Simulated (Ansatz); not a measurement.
Species: CH2Cl, charge 0, doublet. CH2Cl (SMILES [CH2]Cl, doublet).
B3LYP-D3(BJ)/def2-TZVP minimum from Ansatz (a program for electronic structure):
```
C
H 1 1.0768
H 1 1.0768 2 124.26
Cl 1 1.6978 2 117.87 3 180.00
```
Charge 0, spin multiplicity 2.

Total energies in hartree (Ansatz). Open shells are spin-unrestricted; no spin-orbit coupling. Cores are frozen in correlated methods. No relativity. Where a partner has so few electrons that a lower coupled-cluster level is exact, that level stands in.

```csv
species,HF/cc-pV(T+d)Z,CCSD(T)/cc-pV(T+d)Z,HF/cc-pV(Q+d)Z,CCSD(T)/cc-pV(Q+d)Z,CCSDT(Q)/cc-pV(T+d)Z
"1: CH2Cl (SMILES [CH2]Cl, doublet)",-498.51663,-498.90011,-498.52303,-498.93482,-498.90168
2: C (triplet),-37.69157,-37.78076,-37.69331,-37.78654,-37.78126
3: Cl (doublet),-459.48556,-459.67356,-459.48916,-459.69449,-459.67440
4: H (doublet),-0.49981,-0.49981,-0.49995,-0.49995,-0.49981
```

Problem. Work out the atomisation energy (electronic, to ground-state atoms) in kcal/mol: take Hartree-Fock from cc-pV(Q+d)Z, extrapolate the CCSD(T) correlation energy as X^-3 (X = 3, 4), and add CCSDT(Q) - CCSD(T) in cc-pV(T+d)Z. 1 hartree = 627.51 kcal/mol.

Solution. 
Species 1: correlation (64·(-0.41179) - 27·(-0.38348))/37 = -0.43245; step -0.00157; E1 = -498.52303 + (-0.43245) + (-0.00157) = -498.95705
Species 2: correlation (64·(-0.09323) - 27·(-0.08919))/37 = -0.09618; step -0.00050; E2 = -37.69331 + (-0.09618) + (-0.00050) = -37.78999
Species 3: correlation (64·(-0.20533) - 27·(-0.18800))/37 = -0.21798; step -0.00084; E3 = -459.48916 + (-0.21798) + (-0.00084) = -459.70798
Species 4: correlation (64·(0.00000) - 27·(0.00000))/37 = 0.00000; step +0.00000; E4 = -0.49995 + (0.00000) + (+0.00000) = -0.49995
-1·E1 +1·E2 +1·E3 +2·E4 = 0.45918 hartree = 288.1 kcal/mol.
